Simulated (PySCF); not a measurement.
Gas-phase reaction: SiH₂ + 2 F ⇌ SiH₂F₂

Method: PySCF energies plus ideal-gas RRHO corrections (1 bar). Table values come from the NASA 1993 polynomials. After a fit of one offset per element over all species, the range-separated, M06-2X, PBE0/def2-QZVP and CCSD(T)/def2-TZVPP enthalpies, where run, lie to one side of the table for SiH₂F₂ (+16 kJ/mol): a fault of the table's entry, another state or a shared error of the levels is possible; this was not checked at source. † marks an energy on the PBE0/def2-TZVP geometry and frequencies; other levels use their own. CCSD(T) freezes the core. 6-31G* has spherical d functions here. Open shells (unrestricted): F (multiplicity 2, electronic degeneracy 6); the rest are closed-shell singlets. Spin-orbit splitting is ignored; it lowers the true energy and changes the entropy of F. B3LYP is the form with VWN-RPA correlation. CCSD(T) isn't extrapolated to the basis-set limit; its ΔH°(298 K) is -1084.4 kJ in def2-SVP and -1166.8 kJ in def2-TZVPP. The harmonic model lacks anharmonicity and excited electronic states, which grow with temperature; levels with a mode under 35 cm⁻¹ are left out. The table's entry may be an old estimate for SiH₂, SiH₂F₂ (not checked at source).

| level | ΔH°(298 K), kJ | minus table | ΔG°(1600 K), kJ |
|---|---|---|---|
| table | -1194.9 | - | -753.5 |
| B3LYP/6-31G* | -1147.6 | 47.3 | -710.7 |
| CCSD(T)/def2-TZVPP† | -1166.8 | 28.1 | -730.8 |
| HF/6-31G* | -902.0 | 292.9 | -461.1 |
| PBE/def2-TZVP† | -1199.3 | -4.4 | -763.2 |
| PBE0/def2-QZVP† | -1175.1 | 19.8 | -739.0 |
| ωB97X-V/def2-TZVP† | -1190.1 | 4.8 | -754.0 |
